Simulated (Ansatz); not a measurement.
Relaxation of C₄H₄ClF (10 atoms, charge 0, multiplicity 1), to a largest force component of 0.02 eV/Å in at most 40 steps.

The calculation used RKS PBE/STO-3G (Ansatz 0.2.0).

```xyz
10
Properties=species:S:1:pos:R:3
F 1.549 -3.010 1.514
C 0.873 -2.010 0.797
C 0.287 -1.148 0.156
C -0.289 -0.090 -0.605
C -0.205 1.252 0.049
Cl -1.038 2.535 -0.879
H -1.399 -0.351 -0.691
H 0.089 -0.053 -1.623
H -0.633 1.277 1.115
H 0.849 1.546 0.170
```

Problem. Where does it end, and by what steps?

Solution. The forces met the threshold. Limits of this set-up: minimal basis. After 5 steps the energy has fallen by 0.472 eV; C4 moved furthest, 0.07 Å.

```csv
step,energy less start (eV),largest force component (eV/Å),accepted
0,0.0000,3.627,yes
1,-0.4309,1.027,yes
2,-0.4688,0.230,yes
3,-0.4711,0.036,yes
4,-0.4714,0.035,yes
5,-0.4720,0.006,yes
```

```xyz
10
Properties=species:S:1:pos:R:3
F 1.537 -2.974 1.529
C 0.914 -2.037 0.820
C 0.336 -1.188 0.159
C -0.351 -0.123 -0.620
C -0.189 1.266 0.090
Cl -1.033 2.599 -0.877
H -1.436 -0.350 -0.724
H 0.074 -0.053 -1.647
H -0.651 1.256 1.101
H 0.882 1.552 0.172
```

Whether the end is a true minimum wasn't checked by a vibrational analysis.

Time of the run: 15 s on 1 CPU thread of a shared host.
